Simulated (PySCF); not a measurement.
# Curvature of the energy in the electron number along the second row

Calculated with PySCF 2.14, in def2-SVP, non-relativistic: one orbital is emptied in steps, and each cell gives the departure of E from the straight line at half an electron, in eV (from a cubic fit). The exact functional gives zero.

```tsv
species	orbital	LDA	PBE	r2SCAN	PBE0	BHandHLYP	LC-wPBE	wB97X	UHF
B	2p alpha	-1.19	-1.18	-1.06	-0.84	-0.53	-0.15	-0.20	0.14
C	2p alpha	-1.47	-1.43	-1.29	-1.00	-0.60	-0.28	-0.33	0.25
N	2p alpha	-1.76	-1.70	-1.51	-1.18	-0.68	-0.46	-0.50	0.36
O	2p beta	-1.79	-1.75	-1.53	-1.19	-0.68	-0.47	-0.51	0.45
F	2p beta	-2.08	-2.00	-1.77	-1.34	-0.73	-0.67	-0.68	0.58
Ne	2p beta	-2.38	-2.27	-1.98	-1.52	-0.80	-0.91	-0.88	0.70
```

Q: How does the mean departure depend on the functional?

A: LDA -1.78 eV; PBE -1.72 eV; r2SCAN -1.52 eV; PBE0 -1.18 eV; BHandHLYP -0.67 eV; LC-wPBE -0.49 eV; wB97X -0.52 eV; UHF 0.41 eV. Semilocal functionals are convex (delocalisation error), Hartree-Fock is concave or straight, and exact exchange removes curvature roughly in proportion to its share, so among the functionals the range-separated hybrids usually come closest to zero.
